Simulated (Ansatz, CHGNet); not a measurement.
For rock-salt MgS, the machine-learned potential CHGNet-r²SCAN (trained on r²SCAN data) gives:

```
Quantity                     Result
-------------------------  --------
lattice parameter a         5.193 Å
TO(Γ) frequency            303 cm⁻¹
elastic constant C11        143 GPa
elastic constant C44       16.7 GPa
polycrystal shear modulus  21.4 GPa
```

What does r²SCAN (Ansatz, a quantum-chemistry and plane-wave program, PAW) give for the same quantities?


- lattice constant a: 5.203 Å (increases by 0.2 %)
- zone-centre TO phonon frequency: 237 cm⁻¹ (decreases by 22 %)
- elastic constant C11: 151 GPa (goes up by 5.6 %)
- elastic constant C44: 60.3 GPa (rises by 260 %)
- Voigt–Reuss–Hill shear modulus: 57.5 GPa (increases by 170 %)

For comparison: lattice constant a 5.188 Å (measured, corrected for zero-point motion; as tabulated in Goldzak et al. (2022), arXiv:2208.04865); zone-centre TO phonon frequency 240 cm⁻¹ (measured, temperature not stated, not corrected to a static lattice; as tabulated in Chmeruk and Núñez-Valdez (2023), arXiv:2212.11645).

Changes are worked out from the printed values.

Unless a cell is named, each level is at its own relaxed cell (CHGNet-r²SCAN 17.51, r²SCAN 17.61 Å³/atom).

Ansatz's density-functional and Hartree–Fock values are scalar-relativistic unless marked +SOC, with PAW data made under PBE.
